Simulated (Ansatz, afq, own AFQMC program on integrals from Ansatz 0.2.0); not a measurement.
AlGeH$_{2}$, doublet → AlGeH$_{2}$⁻, triplet

| atom | x (Å) | y (Å) | z (Å) |
| --- | --- | --- | --- |
| Ge | -0.0108 | 0.0000 | 0.6644 |
| Al | -0.0327 | 0.0000 | -1.7631 |
| H | 0.8273 | -1.0534 | -0.3408 |
| H | 0.8273 | 1.0534 | -0.3408 |

Connectivity, by distances: Ge–Al, 2 bridging H.

E(triplet, charge -1) − E(doublet, charge +0) at this geometry, on UHF and UHF determinants.

Basis aug-cc-pVDZ. Only valence electrons are correlated. AFQMC by an in-house program on the Cholesky factors that Ansatz 0.2.0 writes for its CCSD(T) run. ph-AFQMC/CISD is guided by a CISD state made of CCSD amplitudes; releasing the constraint for a short imaginary time cuts its bias at the price of noise, slowly where states lie close. ± is one standard error of the sampling. No spin–orbit coupling. The errors of all members are added in quadrature.

No full CI on the walks' own integrals is used here; CCSDT(Q) serves as the reference and is uncertain by about the last step of the cluster series. Each member takes its own surest rung, up to full CI.

Errors are counted within aug-cc-pVDZ, not against nature.

Cautions: inner d shell frozen; no relativity below Rb; no spin-orbit coupling; AlGeH₂ (doublet): unrestricted determinant spin contaminated (⟨S²⟩ 0.85 against 0.75), the released energies are still falling, so no released level is given (meV from the phaseless value at times in 1/Eh: -2 ± 4 at 0.24, -7 ± 3 at 0.51, -14 ± 3 at 0.99, -16.4 ± 2.3 at 1.62, -18 ± 3 at 2.40), though the last usable value meets CCSDT(Q) within the noise, its ph-AFQMC/CISD value lies 18 ± 5 meV above CCSDT(Q); AlGeH₂⁻ (triplet): another spin lies lower, at this level and basis the anion state lies above a neutral one, the determinant is a saddle point among determinants of its kind, strong correlation (T1 0.061, weight of the determinant 0.79, largest double 0.04), unrestricted determinant spin contaminated (⟨S²⟩ 2.10 against 2.00), the released energies are still falling, so no released level is given (meV from the phaseless value at times in 1/Eh: 0 ± 4 at 0.24, -7 ± 4 at 0.51, -11 ± 4 at 0.99, -15 ± 4 at 1.62, -21 ± 4 at 2.40), the ph-AFQMC/HF walk drifts between its halves (2.1 errors), its ph-AFQMC/CISD value lies 38 ± 4 meV above CCSDT(Q); at this level and basis the anion state lies above a neutral one.

```tsv
level	vertical energy of electron attachment (kJ/mol)
HF	57.8
CCSD	22.5
```

Problem. From these cheaper values, estimate the vertical energy of electron attachment at the reference level in aug-cc-pVDZ.

Solution. 15.7 kJ/mol (CCSDT(Q) in aug-cc-pVDZ).

```json
{"level": "MP2", "vertical energy of electron attachment (kJ/mol)": "23.0", "error against CCSDT(Q) (kJ/mol)": "7.2"}
{"level": "CCSD(T)", "vertical energy of electron attachment (kJ/mol)": "17.2", "error against CCSDT(Q) (kJ/mol)": "1.5"}
{"level": "CCSDT", "vertical energy of electron attachment (kJ/mol)": "16.5", "error against CCSDT(Q) (kJ/mol)": "0.8"}
{"level": "ph-AFQMC/HF", "vertical energy of electron attachment (kJ/mol)": "17.0 ± 3.4", "error against CCSDT(Q) (kJ/mol)": "1.2 ± 3.4"}
{"level": "ph-AFQMC/CISD", "vertical energy of electron attachment (kJ/mol)": "17.7 ± 0.6", "error against CCSDT(Q) (kJ/mol)": "1.9 ± 0.6"}
```

Correlation beyond CCSD(T) takes off 1.5 kJ/mol. The perturbative (T) step is worth −5.3 kJ/mol. Where the cautions show a poor determinant, the low rows tell how each method copes with it, not its usual error.

A walk keeps the symmetry of its determinant, which the program's search chose and which needn't be the lowest solution, so a lower state of the same spin and another symmetry isn't excluded.
